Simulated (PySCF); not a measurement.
**How the method moves the HOMO and LUMO of `C[C@@]12C[C@@H]1[C@H]2F`**

Species: C5H7F.
Geometry (PBE0-D3(BJ)/def2-SVP, Å), atoms numbered from 1 in this order:
```xyz
13
C5H7F angstrom
C      0.9355   -1.1562    0.6362
C      0.0714   -0.2179   -0.1278
C     -1.3979   -0.1587   -0.3600
C     -0.6873    1.0207    0.2103
C      0.4166    1.0733   -0.7766
F      1.5719    1.6448   -0.3480
H      1.8394   -0.6346    0.9834
H      1.2508   -2.0088    0.0140
H      0.4054   -1.5564    1.5143
H     -1.8072   -0.1189   -1.3817
H     -2.0103   -0.7373    0.3406
H     -0.8248    1.5766    1.1369
H      0.2516    1.2768   -1.8472
```

Basis pcSseg-1 throughout (PySCF), one geometry. Geometry: PBE0-D3(BJ)/def2-SVP; no solvent, vibrations or thermal averaging.

**Question.** How do the orbital energies, the gap and the dipole change with the method?

**Answer.** 
```
   method                    kind  HOMO (eV)  LUMO (eV)  gap (eV)  μ (D)  SCF cycles
     BLYP                     GGA      -5.83       0.86      6.68   1.42          14
     OPBE                     GGA      -5.92       1.08      7.01   1.41          14
    B97-D                     GGA      -5.93       1.01      6.94   1.45          14
      PBE                     GGA      -5.95       0.88      6.82   1.42          14
      KT2                     GGA      -5.99       0.83      6.82   1.44          15
      KT3                     GGA      -6.02       0.72      6.75   1.42          14
     BP86                     GGA      -6.05       0.97      7.02   1.44          13
      LDA                     LDA      -6.07       0.72      6.79   1.49          13
    B97-2           global hybrid      -6.92       1.72      8.63   1.54          12
    B3LYP           global hybrid      -6.96       1.35      8.31   1.52          12
     PBE0           global hybrid      -7.16       1.70      8.86   1.54          12
 mPW1PW91           global hybrid      -7.19       1.71      8.90   1.55          12
BHandHLYP           global hybrid      -8.25       2.33     10.58   1.65          12
CAM-B3LYP  range-separated hybrid      -8.49       2.50     11.00   1.56          12
  wB97X-D  range-separated hybrid      -9.01       3.52     12.53   1.57          12
  LC-wPBE  range-separated hybrid      -9.84       3.86     13.70   1.57          12
       HF            Hartree–Fock      -9.86       4.43     14.29   1.77          10
```

The HOMO spans 4.04 eV, from BLYP down to HF, and the gap runs from 6.68 eV (BLYP) to 14.29 eV (HF). Over the methods BLYP (0 %), OPBE (0 %), B97-D (0 %), PBE (0 %), KT2 (0 %), KT3 (0 %), BP86 (0 %), LDA (0 %), B97-2 (21 %), B3LYP (20 %), PBE0 (25 %), mPW1PW91 (25 %), BHandHLYP (50 %), HF (100 %), a straight line through the gap against the share of exact exchange rises by 0.75 eV for each 10 % (correlation coefficient 0.998). The dipole ranges from 1.41 D (OPBE) to 1.77 D (HF). This basis has no diffuse functions.
